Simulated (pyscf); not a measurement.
Optimised with ωB97X-D3(BJ)/def2-SVP in PySCF. Correlated levels are frozen-core, on RHF or UHF. ΔMP2 is the change of the MP2 total energy from the triple- to the quadruple-zeta basis.

Question: Estimate the classical barrier height and the reaction energy of H₂N–AlH₂ + ethylene (H₂C=CH₂) -> H₂N–CH₂–CH₂–AlH₂ at CCSD(T)/def2-TZVPP + ΔMP2(QZVPP). The step runs on the singlet surface, breaks Al–N and forms C–N, Al–C; take the separated reactants as zero.

Answer: ΔE‡ = 12.8 kcal/mol, ΔE = -9.2 kcal/mol. Zero-point energy shifts the barrier by +2.1 kcal/mol. It is an addition across a multiple bond or ene-type step, with an imaginary mode of 437i cm⁻¹. On the reactant side the descent ends in a bound adduct (not fully relaxed), 8.9 kcal/mol under the separated species and 17.2 kcal/mol under the saddle at ωB97X-D3(BJ)/def2-TZVP. What is counted as broken (Al–N) persists as a longer contact in the product adduct; parting that adduct is a step of its own. At ωB97X-D3(BJ)/def2-TZVP the barrier from the zero used here is 8.2 kcal/mol. H₂N–CH₂–CH₂–AlH₂ is closed by a dative Al–N contact. H₂N–CH₂–CH₂–AlH₂ lies 35.8 kcal/mol over its isomer H₃C–Al(CH₃)–NH₂ (electronic energy, ωB97M-D3(BJ)/def2-TZVP). One saddle was located; it need not be the lowest between these sides. The CCSD(T) − MP2 part came from Ansatz, without density fitting, on the same reference.
